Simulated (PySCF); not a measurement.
Method: B3LYP-D3(BJ)/def2-TZVP (PySCF). All species are isolated molecules in the gas phase. B3LYP has the VWN-RPA correlation part, as in Gaussian. Excitations are Tamm–Dancoff values on a coarser integration grid. The basis has no diffuse functions, so Rydberg states are missing or too high.

Reference species (SMILES): `CC#N` (neutral, multiplicity 1).

- T1 excitation (TDA) = 6.47 eV
- S1 oscillator strength = 0.000

Changed species: `CC(C)C#N` (X = isopropyl; the reference has X = methyl).

Problem. Predict the effect on the T1 excitation (TDA) and S1 oscillator strength.

Solution. the T1 excitation (TDA) decreases by 0.03 eV, to 6.44 eV; the S1 oscillator strength hardly moves.
